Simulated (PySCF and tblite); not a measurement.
Results of a calculation; reference values are marked as such.
C5H9N, numbered as in [CH3:1][CH2:2][CH2:3][CH2:4][C:5]#[N:6].

The ensemble was built from 90 distance-geometry starts (ETKDG and KDG, MMFF94s, GFN2-xTB) and rests on PBE0-D3(BJ)/def2-SVP geometries. Free energies are PBE0-D3(BJ)/def2-TZVP single points with GFN2-xTB rigid-rotor and vibrational terms (modes under about 100 cm⁻¹ blended into free rotors). Symmetry numbers and mirror images are counted. Conformers within 4 kcal/mol (GFN2-xTB free energy) were kept, 7 at most. Couplings: B3LYP/pcSseg-1 with pcJ-1 on H (gas phase; spin-dipole term only for pairs with B, N, F, Si or P). Couplings are for ¹H; a prime marks the second kind of pair between the same two sets of atoms. Run with PySCF (density fitting) and tblite.

Torsions listed: C1–C2–C3–C4, C2–C3–C4–C5. Of a mirror pair one member is shown.

| conformer | shape | weight % |
| --- | --- | --- |
| 1 | 180°, 63° | 45.2 |
| 2 | 61°, 58° | 20.7 |
| 3 | 180°, 180° | 19.6 |
| 4 | -64°, -178° | 12.2 |
| 5 | -67°, 75° | 2.3 |

(1) Give the couplings in each conformer and the averages at 298.15 K (pairs that fast motion interchanges averaged).

## Answers

(1) 
| coupling | pairs | 1 | 2 | 3 | 4 | average (Hz) |
| --- | --- | --- | --- | --- | --- | --- |
| ²J(H1,H1) | 3 | -14.3 | -14.4 | -14.3 | -14.5 | -14.4 |
| ³J(H1,H2) | 6 | 8.1 | 8.3 | 8.1 | 8.3 | 8.2 |
| ²J(H2,H2) | 1 | -14.9 | -16.1 | -14.6 | -15.9 | -15.2 |
| ³J(H2,H3) | 2 | 14.7 | 3.6 | 14.6 | 3.1 | 10.9 |
| ³J(H2,H3′) | 2 | 4.3 | 9.5 | 4.3 | 9.7 | 6.1 |
| ²J(H3,H3) | 1 | -15.0 | -15.3 | -14.9 | -15.4 | -15.1 |
| ³J(H3,H4) | 2 | 3.7 | 4.8 | 15.4 | 15.6 | 7.8 |
| ³J(H3,H4′) | 2 | 10.1 | 9.8 | 4.5 | 4.5 | 8.2 |
| ²J(H4,H4) | 1 | -19.2 | -19.5 | -19.0 | -18.9 | -19.2 |
